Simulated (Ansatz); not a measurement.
Geometry optimisation, UKS revPBE-D4/STO-3G in Ansatz.

Input:

```yaml
crystal:
  periodic: [false, false, false]
  atoms:
    - { symbol: "N", position_ang: [-0.8581, -0.87896, -0.13729] }
    - { symbol: Si, position_ang: [0.2658, 0.25659, 0.04837] }
    - { symbol: Cl, position_ang: [-0.17265, 2.01389, -0.80002] }
    - { symbol: H, position_ang: [-0.80427, -1.81881, 0.22311] }
    - { symbol: H, position_ang: [1.56921, 0.42729, 0.66582] }
magnetization:
  spin_polarized: true
basis:
  gaussian: { orbitals: STO-3G }
hamiltonian:
  xc: revpbe
  dispersion: d4
relax:
  f_tol: 0.02
  max_steps: 40
output:
  orbitals: {}
```

Launched with:

```bash
$ ansatz run input.yaml --threads 1 --pin off --max-ram 2048MiB --backend cpu --events-out ev --progress --plain --runs-dir out
```

**Question.** Where does it end, and by what steps?

**Answer.** The forces met the threshold. Limits of this set-up: minimal basis. After 8 steps the energy has fallen by 0.457 eV; H4 moved furthest, 0.24 Å.

```tsv
step	energy less start (eV)	largest force component (eV/Å)	accepted
0	0.0000	2.733	yes
1	-0.2584	1.441	yes
2	-0.3418	1.323	yes
3	-0.2445	2.581	no
4	-0.4331	0.591	yes
5	-0.4412	0.527	yes
6	-0.3660	0.600	no
7	-0.4560	0.036	yes
8	-0.4567	0.016	yes
```

```xyz
5
Properties=species:S:1:pos:R:3
N -0.999 -0.891 -0.207
Si 0.214 0.235 0.029
Cl -0.154 2.115 -0.826
H -0.590 -1.762 0.314
H 1.530 0.302 0.691
```

Run time: 14 s on 1 thread of Arm Neoverse V1, on a shared host, peak memory 0.12 GiB.
